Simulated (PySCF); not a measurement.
**Atomic charges against the basis set**

CO₂.
SMILES with atom numbers: `[O:1]=[C:2]=[O:3]`

PBE0 throughout (PySCF), one geometry, spherical d and f functions. Geometry: PBE0-D3(BJ)/def2-SVP; no solvent, vibrations or thermal averaging. Atoms taken as equivalent share a column and are averaged.

Mulliken charges (e):

| basis | functions | O1/O3 | C2 |
| --- | --- | --- | --- |
| STO-3G | 15 | -0.165 | +0.330 |
| 6-31G | 27 | -0.304 | +0.609 |
| pcSseg-0 | 27 | -0.429 | +0.859 |
| 6-31G* | 42 | -0.343 | +0.686 |
| def2-SVP | 42 | -0.160 | +0.321 |
| cc-pVDZ | 42 | -0.160 | +0.320 |
| pcSseg-1 | 51 | -0.330 | +0.659 |
| aug-cc-pVDZ | 69 | -0.225 | +0.451 |
| 6-311+G(2d,p) | 81 | -0.223 | +0.446 |
| cc-pVTZ | 90 | -0.180 | +0.361 |
| def2-TZVP | 93 | -0.200 | +0.399 |
| IGLO-III | 105 | -0.365 | +0.730 |
| pcSseg-3 | 216 | -0.373 | +0.746 |

IAO charges (e):

```json
{"basis": "STO-3G", "functions": "15", "O1/O3": "-0.183", "C2": "+0.367"}
{"basis": "6-31G", "functions": "27", "O1/O3": "-0.311", "C2": "+0.622"}
{"basis": "pcSseg-0", "functions": "27", "O1/O3": "-0.309", "C2": "+0.618"}
{"basis": "6-31G*", "functions": "42", "O1/O3": "-0.347", "C2": "+0.693"}
{"basis": "def2-SVP", "functions": "42", "O1/O3": "-0.339", "C2": "+0.679"}
{"basis": "cc-pVDZ", "functions": "42", "O1/O3": "-0.341", "C2": "+0.682"}
{"basis": "pcSseg-1", "functions": "51", "O1/O3": "-0.348", "C2": "+0.697"}
{"basis": "aug-cc-pVDZ", "functions": "69", "O1/O3": "-0.352", "C2": "+0.703"}
{"basis": "6-311+G(2d,p)", "functions": "81", "O1/O3": "-0.354", "C2": "+0.709"}
{"basis": "cc-pVTZ", "functions": "90", "O1/O3": "-0.354", "C2": "+0.708"}
{"basis": "def2-TZVP", "functions": "93", "O1/O3": "-0.355", "C2": "+0.710"}
{"basis": "IGLO-III", "functions": "105", "O1/O3": "-0.355", "C2": "+0.709"}
{"basis": "pcSseg-3", "functions": "216", "O1/O3": "-0.356", "C2": "+0.713"}
```

Which scheme is steadiest as the basis changes?

Largest range over the bases for any column: IAO 0.35 e, Mulliken 0.54 e. IAO charges move least and Mulliken charges most, counted in e. Without the minimal STO-3G basis the ranges are IAO 0.09, Mulliken 0.54 e.

How much do the charges still move between the two largest bases, IGLO-III and pcSseg-3?

At most, over all atoms: Mulliken 0.016 e, IAO 0.003 e.

What do the same runs give for the total energy and the frontier levels?

```csv
basis,energy (Eh),HOMO (eV),LUMO (eV)
STO-3G,-185.8070,-6.95,4.11
6-31G,-188.2948,-10.50,0.69
pcSseg-0,-187.9143,-10.72,0.65
6-31G*,-188.3801,-10.41,1.31
def2-SVP,-188.2435,-10.53,1.20
cc-pVDZ,-188.4005,-10.35,1.37
pcSseg-1,-188.3728,-10.70,1.03
aug-cc-pVDZ,-188.4141,-10.71,-0.15
"6-311+G(2d,p)",-188.4468,-10.75,-0.16
cc-pVTZ,-188.4571,-10.62,1.12
def2-TZVP,-188.4665,-10.68,0.80
IGLO-III,-188.4666,-10.73,0.61
pcSseg-3,-188.4774,-10.73,0.43
```
